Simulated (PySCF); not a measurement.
Series: cyclo[n]carbon rings. Gas-phase values, no solvent. Each species was relaxed from one start; no search for lower structures was made at this level. Strings in code marks are SMILES.

The vertical electron affinity (Delta-SCF) from two functionals at the same geometries (CAM-B3LYP-D3(BJ)/def2-SVP), both in PySCF: PBE-D3(BJ)/def2-SVP and PBE0-D3(BJ)/def2-SVP. Delta-SCF ions had no search for a lower state. 

```csv
species,PBE-D3(BJ)/def2-SVP (eV),PBE0-D3(BJ)/def2-SVP (eV)
cyclo[16]carbon `C1#CC#CC#CC#CC#CC#CC#CC#C1`,2.29,2.31
cyclo[24]carbon `C1#CC#CC#CC#CC#CC#CC#CC#CC#CC#CC#CC#C1`,2.86,2.82
cyclo[28]carbon `C1#CC#CC#CC#CC#CC#CC#CC#CC#CC#CC#CC#CC#CC#C1`,3.04,2.98
```

Over these rows, drawn at random from the members with no instability flagged (it was tested for open shells, ions and some series alone), PBE minus PBE0-D3(BJ): mean +0.03 eV, from -0.02 eV to +0.06 eV.
